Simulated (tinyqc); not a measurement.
Worked calculation (part 1 of 2): UKS/PBE in the sto-3g basis, for NH, spin multiplicity 3. Computed by tinyqc, a small Python program that keeps every step (integrals from PySCF). Settings: charge = 0, multiplicity = 3, basis = sto-3g, energy threshold = 1e-08, iteration cap = 68, orthogonalisation = symmetric, start = random, DIIS depth = 0, method = UKS, functional = pbe,pbe, grid = [40, 14]. Command: `OMP_NUM_THREADS=1 python tinyqc.py 30480 30481 out.jsonl` (the two numbers bound the seeds that draw the settings). One thread of a shared host (Intel(R) Xeon(R) Processor @ 2.60GHz), about 2 s of CPU time with the checks. Later iterations appear only in the table of the cycle.

## One-electron integrals

Geometry (angstrom):
```
atom         x         y         z
N     0.000000  0.000000  0.000000
H     0.000000  0.000000  1.017000
```

Basis sto-3g: exponents (1/bohr^2) and contraction coefficients of normalised primitives:
```
element  l (shell)   exponent  coefficient
N            s (1)  99.106169     0.154329
N            s (1)  18.052312     0.535328
N            s (1)   4.885660     0.444635
N            s (2)   3.780456    -0.099967
N            s (2)   0.878497     0.399513
N            s (2)   0.285714     0.700115
N            p (3)   3.780456     0.155916
N            p (3)   0.878497     0.607684
N            p (3)   0.285714     0.391957
H            s (1)   3.425251     0.154329
H            s (1)   0.623914     0.535328
H            s (1)   0.168855     0.444635
```

Overlap, kinetic and nuclear-attraction integrals over the contracted functions; the nuclear repulsion is the sum of Za Zb / Rab.

nuclear repulsion = 3.64232102 hartree

overlap S, order 1N 1s, 1N 2s, 1N 2px, 1N 2py, 1N 2pz, 2H 1s:
$$\begin{pmatrix}
1.000000 & 0.235038 & 0.000000 & 0.000000 & 0.000000 & 0.057729 \\
0.235038 & 1.000000 & 0.000000 & 0.000000 & 0.000000 & 0.491789 \\
0.000000 & 0.000000 & 1.000000 & 0.000000 & 0.000000 & 0.000000 \\
0.000000 & 0.000000 & 0.000000 & 1.000000 & 0.000000 & 0.000000 \\
0.000000 & 0.000000 & 0.000000 & 0.000000 & 1.000000 & 0.437985 \\
0.057729 & 0.491789 & 0.000000 & 0.000000 & 0.437985 & 1.000000
\end{pmatrix}$$

kinetic energy T (hartree), order 1N 1s, 1N 2s, 1N 2px, 1N 2py, 1N 2pz, 2H 1s:
$$\begin{pmatrix}
21.990753 & -0.128416 & 0.000000 & 0.000000 & 0.000000 & -0.006462 \\
-0.128416 & 0.606994 & 0.000000 & 0.000000 & 0.000000 & 0.120917 \\
0.000000 & 0.000000 & 1.899358 & 0.000000 & 0.000000 & 0.000000 \\
0.000000 & 0.000000 & 0.000000 & 1.899358 & 0.000000 & 0.000000 \\
0.000000 & 0.000000 & 0.000000 & 0.000000 & 1.899358 & 0.280526 \\
-0.006462 & 0.120917 & 0.000000 & 0.000000 & 0.280526 & 0.760032
\end{pmatrix}$$

nuclear attraction V (hartree), order 1N 1s, 1N 2s, 1N 2px, 1N 2py, 1N 2pz, 2H 1s:
$$\begin{pmatrix}
-46.706295 & -5.555244 & 0.000000 & 0.000000 & -0.015685 & -1.401824 \\
-5.555244 & -7.373714 & 0.000000 & 0.000000 & -0.180413 & -3.019775 \\
0.000000 & 0.000000 & -7.275487 & 0.000000 & 0.000000 & 0.000000 \\
0.000000 & 0.000000 & 0.000000 & -7.275487 & 0.000000 & 0.000000 \\
-0.015685 & -0.180413 & 0.000000 & 0.000000 & -7.404681 & -2.494705 \\
-1.401824 & -3.019775 & 0.000000 & 0.000000 & -2.494705 & -4.764233
\end{pmatrix}$$

core Hamiltonian H = T + V (hartree), order 1N 1s, 1N 2s, 1N 2px, 1N 2py, 1N 2pz, 2H 1s:
$$\begin{pmatrix}
-24.715542 & -5.683660 & 0.000000 & 0.000000 & -0.015685 & -1.408285 \\
-5.683660 & -6.766720 & 0.000000 & 0.000000 & -0.180413 & -2.898858 \\
0.000000 & 0.000000 & -5.376129 & 0.000000 & 0.000000 & 0.000000 \\
0.000000 & 0.000000 & 0.000000 & -5.376129 & 0.000000 & 0.000000 \\
-0.015685 & -0.180413 & 0.000000 & 0.000000 & -5.505323 & -2.214180 \\
-1.408285 & -2.898858 & 0.000000 & 0.000000 & -2.214180 & -4.004201
\end{pmatrix}$$

## Two-electron integrals

Functions are numbered as in S; the eight-fold symmetry (ij|kl) = (ji|kl) = (kl|ij) leaves the list below.

Two-electron integrals (ij|kl) in chemists' order, unique and non-zero (hartree):
```
(11|11) 4.166630   (21|11) 0.640849   (21|21) 0.117461   (22|11) 0.969864
(22|21) 0.220936   (22|22) 0.708245   (31|31) 0.020960   (32|31) 0.032452
(32|32) 0.156449   (33|11) 0.967124   (33|21) 0.220977   (33|22) 0.708086
(33|33) 0.762805   (41|41) 0.020960   (42|41) 0.032452   (42|42) 0.156449
(43|43) 0.041119   (44|11) 0.967124   (44|21) 0.220977   (44|22) 0.708086
(44|33) 0.680568   (44|44) 0.762805   (51|51) 0.020960   (52|51) 0.032452
(52|52) 0.156449   (53|53) 0.041119   (54|54) 0.041119   (55|11) 0.967124
(55|21) 0.220977   (55|22) 0.708086   (55|33) 0.680568   (55|44) 0.680568
(55|55) 0.762805   (61|11) 0.159633   (61|21) 0.029019   (61|22) 0.054244
(61|33) 0.054108   (61|44) 0.054108   (61|51) 0.001527   (61|52) 0.002856
(61|55) 0.054522   (61|61) 0.007290   (62|11) 0.371201   (62|21) 0.085529
(62|22) 0.300672   (62|33) 0.294677   (62|44) 0.294677   (62|51) 0.007152
(62|52) 0.053239   (62|55) 0.312386   (62|61) 0.021697   (62|62) 0.159579
(63|31) 0.008919   (63|32) 0.050852   (63|53) 0.010877   (63|63) 0.021693
(64|41) 0.008919   (64|42) 0.050852   (64|54) 0.010877   (64|64) 0.021693
(65|11) 0.285455   (65|21) 0.066628   (65|22) 0.249366   (65|33) 0.237327
(65|44) 0.237327   (65|51) 0.013811   (65|52) 0.092480   (65|55) 0.273177
(65|61) 0.017690   (65|62) 0.159020   (65|65) 0.177751   (66|11) 0.504629
(66|21) 0.118145   (66|22) 0.472713   (66|33) 0.450316   (66|44) 0.450316
(66|51) 0.013079   (66|52) 0.130692   (66|55) 0.516946   (66|61) 0.030344
(66|62) 0.310513   (66|65) 0.347455   (66|66) 0.774606
```

## Orthogonalisation

S = U s U^T; symmetric (Loewdin) form X = U s^(-1/2) U^T, so that X^T S X = 1.

eigenvalues of S: [0.330132, 0.833945, 1.000000, 1.000000, 1.136142, 1.699781]

X, order 1N 1s, 1N 2s, 1N 2px, 1N 2py, 1N 2pz, 2H 1s:
$$\begin{pmatrix}
1.022916 & -0.134227 & 0.000000 & 0.000000 & -0.010840 & 0.025423 \\
-0.134227 & 1.163511 & 0.000000 & 0.000000 & 0.123941 & -0.355843 \\
0.000000 & 0.000000 & 1.000000 & 0.000000 & 0.000000 & 0.000000 \\
0.000000 & 0.000000 & 0.000000 & 1.000000 & 0.000000 & 0.000000 \\
-0.010840 & 0.123941 & 0.000000 & 0.000000 & 1.108248 & -0.311731 \\
0.025423 & -0.355843 & 0.000000 & 0.000000 & -0.311731 & 1.245986
\end{pmatrix}$$

## Starting guess

The start is random orthonormal orbitals; D(s) = C_occ C_occ^T for each spin.

D(alpha) at the start, order 1N 1s, 1N 2s, 1N 2px, 1N 2py, 1N 2pz, 2H 1s:
$$\begin{pmatrix}
0.768207 & -0.425667 & -0.223912 & -0.243945 & -0.311233 & 0.488017 \\
-0.425667 & 1.463797 & -0.091848 & -0.100065 & 0.285830 & -0.743907 \\
-0.223912 & -0.091848 & 0.831151 & -0.183956 & -0.198755 & 0.285944 \\
-0.243945 & -0.100065 & -0.183956 & 0.799586 & -0.216537 & 0.311527 \\
-0.311233 & 0.285830 & -0.198755 & -0.216537 & 1.106913 & -0.441679 \\
0.488017 & -0.743907 & 0.285944 & 0.311527 & -0.441679 & 1.292683
\end{pmatrix}$$

D(beta) at the start, order 1N 1s, 1N 2s, 1N 2px, 1N 2py, 1N 2pz, 2H 1s:
$$\begin{pmatrix}
0.088231 & 0.079368 & -0.023273 & -0.202727 & 0.196976 & -0.044261 \\
0.079368 & 0.957456 & -0.097569 & -0.020788 & -0.051041 & -0.015543 \\
-0.023273 & -0.097569 & 0.615485 & -0.316105 & -0.393028 & 0.079378 \\
-0.202727 & -0.020788 & -0.316105 & 0.705074 & -0.281328 & 0.064941 \\
0.196976 & -0.051041 & -0.393028 & -0.281328 & 0.714529 & -0.146851 \\
-0.044261 & -0.015543 & 0.079378 & 0.064941 & -0.146851 & 0.030952
\end{pmatrix}$$

## Iteration 1: exchange-correlation on the grid

Becke grid with 40 radial and 14 angular points per atom, points of zero weight dropped. rho = sum D_ij phi_i phi_j; V_xc,ij = sum w v_xc phi_i phi_j plus the gradient terms; v_xc is d(rho eps)/d rho(s) for spin s at fixed gradient.

The 16 grid points with the largest w rho, of 1091 (bohr, atomic units):
```
x                  y          z         w  rho(alpha)  rho(beta)     eps_xc  v_xc(alpha)
0.752675   -0.752675  -0.752675  0.293716    0.126107   0.123509  -0.534528    -0.666252
-0.752675   0.752675  -0.752675  0.293716    0.127766   0.118587  -0.532726    -0.668137
0.652052   -0.652052  -0.652052  0.198865    0.183376   0.179296  -0.594818    -0.761397
-0.652052   0.652052  -0.652052  0.198865    0.185679   0.172322  -0.592724    -0.763552
0.752675    0.752675  -0.752675  0.293716    0.122442   0.117334  -0.528384    -0.659447
-0.652052   0.652052   0.652052  0.189050    0.197718   0.174277  -0.600677    -0.776021
0.652052    0.652052  -0.652052  0.198865    0.177203   0.170022  -0.587131    -0.752996
-0.652052  -0.652052   0.652052  0.189050    0.192740   0.165761  -0.595191    -0.764944
-0.752675   0.752675   0.752675  0.264623    0.133441   0.118943  -0.537788    -0.674453
0.864060   -0.864060  -0.864060  0.427969    0.078306   0.076820  -0.470046    -0.558493
-0.864060   0.864060  -0.864060  0.427969    0.079365   0.073684  -0.468451    -0.559976
-0.561413   0.561413   0.561413  0.129711    0.268799   0.235714  -0.657454    -0.863273
0.561413   -0.561413  -0.561413  0.132569    0.246181   0.240757  -0.649379    -0.842107
-0.561413  -0.561413   0.561413  0.129711    0.270149   0.227246  -0.655766    -0.860157
0.652052   -0.652052   0.652052  0.189050    0.200120   0.140770  -0.588077    -0.774398
0.864060    0.864060  -0.864060  0.427969    0.076281   0.073031  -0.465137    -0.553043
```

electrons on the grid, sum of w rho = 8.038381

E_xc = sum of w rho eps_xc = -5.31303530 hartree

V_xc(alpha) (hartree), order 1N 1s, 1N 2s, 1N 2px, 1N 2py, 1N 2pz, 2H 1s:
$$\begin{pmatrix}
-2.427628 & -0.339122 & 0.010589 & 0.011449 & 0.008596 & -0.084684 \\
-0.339122 & -0.711812 & 0.006518 & 0.006877 & -0.009929 & -0.304858 \\
0.010589 & 0.006518 & -0.703599 & 0.015925 & 0.011901 & 0.002770 \\
0.011449 & 0.006877 & 0.015925 & -0.700768 & 0.013017 & 0.002790 \\
0.008596 & -0.009929 & 0.011901 & 0.013017 & -0.718998 & -0.262844 \\
-0.084684 & -0.304858 & 0.002770 & 0.002790 & -0.262844 & -0.541198
\end{pmatrix}$$

V_xc(beta) (hartree), order 1N 1s, 1N 2s, 1N 2px, 1N 2py, 1N 2pz, 2H 1s:
$$\begin{pmatrix}
-1.520220 & -0.248024 & 0.005040 & 0.021975 & -0.018571 & -0.062708 \\
-0.248024 & -0.653513 & 0.014843 & 0.010234 & 0.008738 & -0.251094 \\
0.005040 & 0.014843 & -0.647839 & 0.034885 & 0.041862 & 0.013855 \\
0.021975 & 0.010234 & 0.034885 & -0.660423 & 0.029155 & 0.009150 \\
-0.018571 & 0.008738 & 0.041862 & 0.029155 & -0.649544 & -0.193401 \\
-0.062708 & -0.251094 & 0.013855 & 0.009150 & -0.193401 & -0.318409
\end{pmatrix}$$

## Iteration 1: building the Kohn-Sham matrix

J_ij = sum D_kl (ij|kl) with D = D(alpha) + D(beta); F = H + J + V_xc; E = tr D H + tr D J / 2 + E_xc + E_nn.

Coulomb J (hartree), order 1N 1s, 1N 2s, 1N 2px, 1N 2py, 1N 2pz, 2H 1s:
$$\begin{pmatrix}
9.998530 & 2.030902 & -0.016139 & -0.019853 & 0.001996 & 0.500801 \\
2.030902 & 5.695593 & -0.038156 & -0.028517 & 0.051853 & 2.449416 \\
-0.016139 & -0.038156 & 5.673969 & -0.041124 & -0.040719 & -0.020698 \\
-0.019853 & -0.028517 & -0.041124 & 5.678740 & -0.032753 & -0.014756 \\
0.001996 & 0.051853 & -0.040719 & -0.032753 & 5.724258 & 2.065220 \\
0.500801 & 2.449416 & -0.020698 & -0.014756 & 2.065220 & 3.995512
\end{pmatrix}$$

F(alpha) (hartree), order 1N 1s, 1N 2s, 1N 2px, 1N 2py, 1N 2pz, 2H 1s:
$$\begin{pmatrix}
-17.144640 & -3.991881 & -0.005550 & -0.008405 & -0.005093 & -0.992168 \\
-3.991881 & -1.782939 & -0.031638 & -0.021640 & -0.138489 & -0.754300 \\
-0.005550 & -0.031638 & -0.405759 & -0.025198 & -0.028818 & -0.017928 \\
-0.008405 & -0.021640 & -0.025198 & -0.398156 & -0.019737 & -0.011966 \\
-0.005093 & -0.138489 & -0.028818 & -0.019737 & -0.500062 & -0.411804 \\
-0.992168 & -0.754300 & -0.017928 & -0.011966 & -0.411804 & -0.549888
\end{pmatrix}$$

F(beta) (hartree), order 1N 1s, 1N 2s, 1N 2px, 1N 2py, 1N 2pz, 2H 1s:
$$\begin{pmatrix}
-16.237232 & -3.900782 & -0.011100 & 0.002121 & -0.032260 & -0.970192 \\
-3.900782 & -1.724640 & -0.023314 & -0.018283 & -0.119822 & -0.700536 \\
-0.011100 & -0.023314 & -0.349999 & -0.006239 & 0.001143 & -0.006842 \\
0.002121 & -0.018283 & -0.006239 & -0.357812 & -0.003599 & -0.005606 \\
-0.032260 & -0.119822 & 0.001143 & -0.003599 & -0.430609 & -0.342361 \\
-0.970192 & -0.700536 & -0.006842 & -0.005606 & -0.342361 & -0.327098
\end{pmatrix}$$

total energy of this density = -36.86420090 hartree

## Iteration 1: diagonalisation and new density

Diagonalise F' = X^T F X, C = X C', fill 5 alpha and 3 beta electrons from the bottom; D(s) = C_occ C_occ^T. Each column has its largest component positive (the first on a tie).

F' = X^T F X (alpha) (hartree):
$$\begin{pmatrix}
-16.922283 & -1.878154 & -0.001574 & -0.005783 & 0.002968 & -0.211569 \\
-1.878154 & -1.026640 & -0.033259 & -0.022239 & -0.035100 & -0.316219 \\
-0.001574 & -0.033259 & -0.405759 & -0.025198 & -0.030210 & -0.002237 \\
-0.005783 & -0.022239 & -0.025198 & -0.398156 & -0.020734 & -0.001270 \\
0.002968 & -0.035100 & -0.030210 & -0.020734 & -0.388101 & -0.286026 \\
-0.211569 & -0.316219 & -0.002237 & -0.001270 & -0.286026 & -0.171628
\end{pmatrix}$$

orbital energies (alpha) (hartree): MO1 -17.144778, MO2 -0.960199, MO3 -0.495999, MO4 -0.421951, MO5 -0.376413, MO6 0.086773

coefficients C (alpha), order 1N 1s, 1N 2s, 1N 2px, 1N 2py, 1N 2pz, 2H 1s:
$$\begin{pmatrix}
1.000694 & -0.217060 & 0.102267 & -0.007242 & -0.000712 & 0.078245 \\
-0.003461 & 0.901627 & -0.519156 & 0.063935 & -0.001122 & -0.653609 \\
0.000327 & 0.069567 & 0.159665 & 0.730127 & -0.659426 & 0.041694 \\
0.000499 & 0.046791 & 0.124049 & 0.645605 & 0.751558 & 0.027874 \\
-0.000571 & 0.272990 & 0.745776 & -0.135296 & 0.006980 & -0.831752 \\
0.001992 & 0.122896 & 0.315045 & -0.141114 & 0.014036 & 1.281583
\end{pmatrix}$$

F' = X^T F X (beta) (hartree):
$$\begin{pmatrix}
-15.995229 & -1.911352 & -0.008411 & 0.004521 & -0.034988 & -0.184784 \\
-1.911352 & -0.972802 & -0.023060 & -0.020009 & -0.016285 & -0.347383 \\
-0.008411 & -0.023060 & -0.349999 & -0.006239 & 0.000630 & -0.000868 \\
0.004521 & -0.020009 & -0.006239 & -0.357812 & -0.004530 & 0.000696 \\
-0.034988 & -0.016285 & 0.000630 & -0.004530 & -0.326596 & -0.291243 \\
-0.184784 & -0.347383 & -0.000868 & 0.000696 & -0.291243 & 0.091662
\end{pmatrix}$$

orbital energies (beta) (hartree): MO1 -16.237859, MO2 -0.868737, MO3 -0.419376, MO4 -0.359401, MO5 -0.345970, MO6 0.320566

coefficients C (beta), order 1N 1s, 1N 2s, 1N 2px, 1N 2py, 1N 2pz, 2H 1s:
$$\begin{pmatrix}
0.998457 & -0.234034 & 0.076716 & 0.018423 & 0.009724 & 0.084439 \\
0.007104 & 0.953912 & -0.378424 & -0.078096 & -0.047085 & -0.672489 \\
0.000707 & 0.038693 & -0.113336 & 0.416535 & 0.901168 & 0.007201 \\
-0.000125 & 0.038001 & -0.057620 & 0.902055 & -0.425914 & 0.011391 \\
0.003183 & 0.237949 & 0.850740 & 0.083865 & 0.063934 & -0.741189 \\
-0.002548 & 0.067922 & 0.210425 & 0.000115 & 0.012993 & 1.314481
\end{pmatrix}$$

D(alpha) after iteration 1, order 1N 1s, 1N 2s, 1N 2px, 1N 2py, 1N 2pz, 2H 1s:
$$\begin{pmatrix}
1.059016 & -0.252725 & -0.003262 & -0.002181 & 0.017416 & 0.008548 \\
-0.252725 & 1.086555 & 0.027252 & 0.018219 & -0.149695 & -0.061796 \\
-0.003262 & 0.027252 & 0.998262 & -0.001162 & 0.034679 & -0.053435 \\
-0.002181 & 0.018219 & -0.001162 & 0.999223 & 0.023184 & -0.035723 \\
0.017416 & -0.149695 & 0.034679 & 0.023184 & 0.649059 & 0.287691 \\
0.008548 & -0.061796 & -0.053435 & -0.035723 & 0.287691 & 0.134471
\end{pmatrix}$$

D(beta) after iteration 1, order 1N 1s, 1N 2s, 1N 2px, 1N 2py, 1N 2pz, 2H 1s:
$$\begin{pmatrix}
1.057574 & -0.245185 & -0.017045 & -0.013439 & 0.012755 & -0.002297 \\
-0.245185 & 1.053203 & 0.079804 & 0.058053 & -0.094936 & -0.014856 \\
-0.017045 & 0.079804 & 0.014343 & 0.008001 & -0.087210 & -0.021222 \\
-0.013439 & 0.058053 & 0.008001 & 0.004764 & -0.039977 & -0.009543 \\
0.012755 & -0.094936 & -0.087210 & -0.039977 & 0.780387 & 0.195171 \\
-0.002297 & -0.014856 & -0.021222 & -0.009543 & 0.195171 & 0.048899
\end{pmatrix}$$

## Iteration 2: exchange-correlation on the grid

As before.

The 16 grid points with the largest w rho, of 1091 (bohr, atomic units):
```
x                  y          z         w  rho(alpha)  rho(beta)     eps_xc  v_xc(alpha)
0.752675    0.752675  -0.752675  0.293716    0.125351   0.080939  -0.510393    -0.656452
0.652052    0.652052  -0.652052  0.198865    0.182561   0.118843  -0.567951    -0.752185
0.000000    0.000000  -1.303671  0.261081    0.111073   0.117809  -0.521232    -0.639819
0.000000    0.000000  -1.129387  0.176769    0.162072   0.171494  -0.580013    -0.732891
0.752675   -0.752675  -0.752675  0.293716    0.126746   0.067439  -0.505586    -0.655612
0.652052   -0.652052  -0.652052  0.198865    0.184471   0.099232  -0.562429    -0.751538
-0.752675   0.752675  -0.752675  0.293716    0.127363   0.058715  -0.502839    -0.654357
0.864060    0.864060  -0.864060  0.427969    0.077695   0.049973  -0.448957    -0.548636
-0.652052   0.652052  -0.652052  0.198865    0.185312   0.086622  -0.559281    -0.750414
0.000000    0.000000  -1.496596  0.380417    0.068828   0.073099  -0.458400    -0.535905
0.561413    0.561413  -0.561413  0.132569    0.244564   0.159829  -0.619178    -0.832460
0.000000    0.000000  -0.972395  0.117839    0.217257   0.229647  -0.632252    -0.811432
-0.752675  -0.752675  -0.752675  0.293716    0.128456   0.047291  -0.500809    -0.652815
0.864060   -0.864060  -0.864060  0.427969    0.078601   0.041591  -0.444891    -0.547408
-0.652052  -0.652052  -0.652052  0.198865    0.186790   0.069988  -0.556916    -0.749082
0.561413   -0.561413  -0.561413  0.132569    0.247047   0.133604  -0.613134    -0.831903
```

electrons on the grid, sum of w rho = 8.036159

E_xc = sum of w rho eps_xc = -7.32961556 hartree

V_xc(alpha) (hartree), order 1N 1s, 1N 2s, 1N 2px, 1N 2py, 1N 2pz, 2H 1s:
$$\begin{pmatrix}
-2.697380 & -0.367611 & -0.000262 & -0.000177 & 0.000819 & -0.092198 \\
-0.367611 & -0.716536 & -0.001852 & -0.001303 & -0.003589 & -0.293786 \\
-0.000262 & -0.001852 & -0.715401 & 0.000103 & -0.001552 & -0.000563 \\
-0.000177 & -0.001303 & 0.000103 & -0.715459 & -0.001074 & -0.000423 \\
0.000819 & -0.003589 & -0.001552 & -0.001074 & -0.704978 & -0.241101 \\
-0.092198 & -0.293786 & -0.000563 & -0.000423 & -0.241101 & -0.448764
\end{pmatrix}$$

V_xc(beta) (hartree), order 1N 1s, 1N 2s, 1N 2px, 1N 2py, 1N 2pz, 2H 1s:
$$\begin{pmatrix}
-2.672813 & -0.349181 & -0.001471 & -0.001050 & 0.000320 & -0.088285 \\
-0.349181 & -0.600938 & -0.014356 & -0.010817 & -0.003226 & -0.257028 \\
-0.001471 & -0.014356 & -0.563362 & -0.000435 & 0.011183 & -0.001568 \\
-0.001050 & -0.010817 & -0.000435 & -0.562811 & 0.005008 & -0.001966 \\
0.000320 & -0.003226 & 0.011183 & 0.005008 & -0.662054 & -0.224340 \\
-0.088285 & -0.257028 & -0.001568 & -0.001966 & -0.224340 & -0.405578
\end{pmatrix}$$

## Iteration 2: building the Kohn-Sham matrix

As before.

Coulomb J (hartree), order 1N 1s, 1N 2s, 1N 2px, 1N 2py, 1N 2pz, 2H 1s:
$$\begin{pmatrix}
13.902187 & 2.546948 & 0.004765 & 0.003488 & 0.000046 & 0.630206 \\
2.546948 & 6.070440 & 0.024587 & 0.018248 & 0.030563 & 2.545356 \\
0.004765 & 0.024587 & 6.037885 & 0.000562 & -0.005944 & 0.006144 \\
0.003488 & 0.018248 & 0.000562 & 6.037177 & -0.002366 & 0.005149 \\
0.000046 & 0.030563 & -0.005944 & -0.002366 & 6.116295 & 2.107308 \\
0.630206 & 2.545356 & 0.006144 & 0.005149 & 2.107308 & 3.976191
\end{pmatrix}$$

F(alpha) (hartree), order 1N 1s, 1N 2s, 1N 2px, 1N 2py, 1N 2pz, 2H 1s:
$$\begin{pmatrix}
-13.510735 & -3.504323 & 0.004504 & 0.003311 & -0.014820 & -0.870277 \\
-3.504323 & -1.412815 & 0.022735 & 0.016944 & -0.153439 & -0.647289 \\
0.004504 & 0.022735 & -0.053645 & 0.000665 & -0.007496 & 0.005581 \\
0.003311 & 0.016944 & 0.000665 & -0.054412 & -0.003440 & 0.004726 \\
-0.014820 & -0.153439 & -0.007496 & -0.003440 & -0.094007 & -0.347973 \\
-0.870277 & -0.647289 & 0.005581 & 0.004726 & -0.347973 & -0.476774
\end{pmatrix}$$

F(beta) (hartree), order 1N 1s, 1N 2s, 1N 2px, 1N 2py, 1N 2pz, 2H 1s:
$$\begin{pmatrix}
-13.486168 & -3.485893 & 0.003294 & 0.002438 & -0.015319 & -0.866364 \\
-3.485893 & -1.297218 & 0.010230 & 0.007430 & -0.153075 & -0.610531 \\
0.003294 & 0.010230 & 0.098394 & 0.000127 & 0.005239 & 0.004576 \\
0.002438 & 0.007430 & 0.000127 & 0.098237 & 0.002643 & 0.003183 \\
-0.015319 & -0.153075 & 0.005239 & 0.002643 & -0.051082 & -0.331212 \\
-0.866364 & -0.610531 & 0.004576 & 0.003183 & -0.331212 & -0.433589
\end{pmatrix}$$

total energy of this density = -54.30345125 hartree
